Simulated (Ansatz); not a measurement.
The input, for Ansatz 0.2.0:

```yaml
crystal:
  periodic: [false, false, false]
  atoms:
    - {symbol: N, position_ang: [0.000000, 0.000000, 0.000000]}
    - {symbol: S, position_ang: [0.000000, 0.000000, 5.166000]}
basis:
  gaussian: {orbitals: def2-SVPD, fitting: {mean_field: def2-universal-jkfit}}
magnetization: {spin_polarized: false, initial_magnetization: 1}
correlation: {method: bccd_t, electrons: outside_noble_gas}
accuracy: high
```

```sh
$ ansatz run in.yaml --threads 1 --pin off --events-out ev --progress --plain --max-ram 2393MiB
```

Log:

```
205 factors; integrals over basis functions are off by at most 2.6e-1 eV
mean field evaluation 1: about -12244.3973 eV, gradient 4.7e1 eV
mean field evaluation 2: about -12071.7713 eV, gradient 1.7e2 eV
mean field evaluation 4: about -12167.8651 eV, gradient 1.3e2 eV
mean field evaluation 8: about -12283.8544 eV, gradient 9.9e0 eV
mean field evaluation 16: about -12285.4305 eV, gradient 1.6e-1 eV
mean field evaluation 32: about -12285.4323 eV, gradient 6.8e-3 eV
mean field evaluation 64: about -12285.4120 eV, gradient 1.4e0 eV
mean field evaluation 96: about -12285.4268 eV, gradient 2.4e-1 eV
mean field evaluation 128: about -12285.4493 eV, gradient 2.9e-2 eV
mean field evaluation 160: about -12285.4533 eV, gradient 7.8e-3 eV
...
cycle  27  -20.13715968 eV  change    7.7e-9 eV  update   8.0e-9
cycle  28  -20.13715967 eV  change    3.1e-9 eV  update   5.2e-9
cycle  29  -20.13715967 eV  change   -1.4e-9 eV  update   3.9e-9
cycle  30  -20.13715968 eV  change   -4.3e-9 eV  update   2.3e-9
cycle  31  -20.13715968 eV  change   -2.9e-9 eV  update   1.6e-9
cycle  32  -20.13715968 eV  change  -3.7e-10 eV  update   1.1e-9
cycle  33  -20.13715968 eV  change   9.6e-10 eV  update  6.1e-10
cycle  34  -20.13715968 eV  change   5.1e-10 eV  update  3.8e-10
cycle  35  -20.13715968 eV  change  -2.1e-10 eV  update  2.5e-10
cycle  36  -20.13715968 eV  change  -1.3e-10 eV  update  1.4e-10
perturbative correction -0.08804227 eV, -0.0032354939 hartree
WARN: these amplitudes may be one of several solutions (largest doubles amplitude 0.04, level shift 15.43 eV)
Total energy: -12297.17549199 eV, -451.9128640059 hartree
```

Ran on 1 thread of Intel Xeon Platinum 8488C, shared host: 15 s wall, 0.18 GiB peak host memory.
